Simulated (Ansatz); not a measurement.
## Worked example: the step energy

An elementary step of CH$_{2}$O, closed shell (CH₂O ([CH][OH]) → CH₂O ([CH2][O]); H–O broken or loosened, H–C formed or tightened). “Start” and “end” are the PBE0-D4/def2-TZVP structures reached by relaxing down either side of its saddle point, with the molecules still in contact.

Program: Ansatz 0.2.0. Basis: def2-TZVPP and def2-QZVPP. Cores are frozen in the correlated methods.

Energies in eV:

| quantity | end | start |
| --- | --- | --- |
| Hartree–Fock, triple zeta (X = 3) | -3099.85752 | -3097.77595 |
| Hartree–Fock, quadruple zeta (X = 4) | -3100.00602 | -3097.91786 |
| MP2 correlation, X = 3 | -10.69126 | -10.36577 |
| MP2 correlation, X = 4 | -11.47950 | -11.15855 |
| CCSD(T) correlation, X = 3 | -11.42279 | -11.27253 |

Task: Work out the step energy at the basis limit: extrapolate Hartree–Fock as E(X) = E∞ + A exp(−7.88 √X) and the MP2 correlation as E(X) = E∞ + B X^−2.97 (the exponents that Neese and Valeev fitted for def2-TZVPP and QZVPP), then add CCSD(T) − MP2 in triple zeta.

Result: Each step is linear, so take the differences first (end − start): Hartree–Fock -2.08157 (X = 3) and -2.08816 (X = 4); MP2 correlation -0.32549 and -0.32095; CCSD(T) correlation -0.15026.
Two points give E∞ = E(4) + w [E(4) − E(3)], with w = 1/(exp(7.88 (2 − √3)) − 1) = 0.1377 for Hartree–Fock and w = 1/((4/3)^2.97 − 1) = 0.7407 for the correlation.
Hartree–Fock: -2.08816 + 0.1377 × (-0.00659) = -2.0891 eV.
MP2 correlation: -0.32095 + 0.7407 × 0.00454 = -0.3176 eV.
CCSD(T) − MP2: -0.15026 − (-0.32549) = 0.1752 eV.
Sum: -2.0891 + (-0.3176) + 0.1752 = -2.2315 eV, or -51.46 kcal/mol. Plain CCSD(T) in triple zeta gives -2.2318 eV, so the larger basis shifts the result by 0.0003 eV.

No T1 diagnostic of these runs exceeds 0.026. The T1 diagnostic is large here, which may signal multireference character or strong orbital relaxation, so CCSD(T) is less sure. The restricted Hartree–Fock reference is unstable towards an unrestricted one at one or more of these structures.

Labels in which every atom is bracketed show which atoms are joined, not bond orders.

For scale, one of the runs: CCSD(T)/def2-TZVPP, 90 basis functions, launched by `ansatz run in.yaml --threads 2 --pin off --events-out ev --progress --plain --max-ram 4352MiB`. The run took about 1.2 s on 2 CPU threads of an Intel Xeon Platinum 8488C (shared host).
